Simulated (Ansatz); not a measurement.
# CHNO: one species, many methods

An exercise on one series of results from a longer session: the logs are not shown, and one member is left open.

Method: functionals in def2-TZVPP, the program's frozen cores in correlated methods; program: Ansatz 0.2.0, Gaussian basis.

Plan: LDA (SPW92), PBE-D4, revPBE-D4, BLYP-D4, r2SCAN-D4, B97M-V, PBE0-D4, B3LYP-D4, r2SCANh-D4, r2SCAN0-D4, HSE06-D4, BHLYP-D4, CAM-B3LYP-D4, LC-ωPBE, ωB97X-V, ωB97M-V, B2PLYP, PBE-QIDH; CCSD(T)/def2-SVP; CCSD(T)/def2-TZVPP; CCSD(T)/def2-QZVPP; extrapolation to the limit; RPA on PBE.

## The relaxed structure

The geometry comes from an earlier relaxation with PBE0-D4 in a triple-zeta def2 set; it is a stationary point.

SMILES `N=C=O`, 4 atoms, charge 0, spin multiplicity 1.

Atoms are counted from 1 here; the program's logs count them from 0.

Bond lengths: N1–C2 1.208 Å, N1–H4 1.004 Å, C2–O3 1.161 Å. Angles: C2–N1–H4 125.4°, N1–C2–O3 173.0°.

The first run:

Contents of in.yaml:

```yaml
crystal:
  periodic: [false, false, false]
  atoms:
    - {symbol: N, position_ang: [0.505030, -0.390765, -0.422590]}
    - {symbol: C, position_ang: [-0.462255, 0.160752, 0.046404]}
    - {symbol: O, position_ang: [-1.461805, 0.645235, 0.383364]}
    - {symbol: H, position_ang: [1.419030, -0.415222, -0.007178]}
basis:
  gaussian: {orbitals: def2-TZVPP}
hamiltonian: {xc: lda}
output: {orbitals: {seedname: orbitals}}
```

Steps of the session up to this table: LDA; PBE-D4 (GGA); revPBE-D4 (GGA); BLYP-D4 (GGA); r2SCAN-D4 (meta-GGA); B97M-V (meta-GGA); PBE0-D4 (hybrid); B3LYP-D4 (hybrid); r2SCANh-D4 (hybrid); r2SCAN0-D4 (hybrid); HSE06-D4 (hybrid); BHLYP-D4 (hybrid); CAM-B3LYP-D4 (range-separated); LC-ωPBE-D4 (range-separated; the results give it without D4); ωB97X-V (range-separated); ωB97M-V (range-separated); B2PLYP (double hybrid); PBE-QIDH (double hybrid).

One table of the session follows, with a row left open; its other results are not shown here.

It belongs to the step «Frontier levels by functional». 

| functional | HOMO (eV) | gap (eV) |
| --- | --- | --- |
| LDA (SPW92) | -7.59 | 6.49 |
| PBE-D4 | -7.37 | 6.49 |
| revPBE-D4 | -7.30 | 6.50 |
| BLYP-D4 | -7.25 | 6.43 |
| r2SCAN-D4 | -7.69 | 7.14 |
| B97M-V | -7.69 | 7.23 |
| PBE0-D4 | ? | ? |
| B3LYP-D4 | -8.59 | 8.46 |
| r2SCANh-D4 | -8.24 | 8.08 |
| r2SCAN0-D4 | -9.06 | 9.49 |
| HSE06-D4 | -8.43 | 8.24 |
| BHLYP-D4 | -10.21 | 11.43 |
| CAM-B3LYP-D4 | -10.26 | 11.56 |
| LC-ωPBE | -11.61 | 14.23 |
| ωB97X-V | -11.23 | 13.74 |
| ωB97M-V | -11.13 | 13.30 |

**Question.** Estimate the row for PBE0-D4.

**Answer.** HOMO (eV): -8.84; gap (eV): 9.04. In the column «HOMO (eV)» it lies between r2SCAN0-D4 (-9.06) and B3LYP-D4 (-8.59).
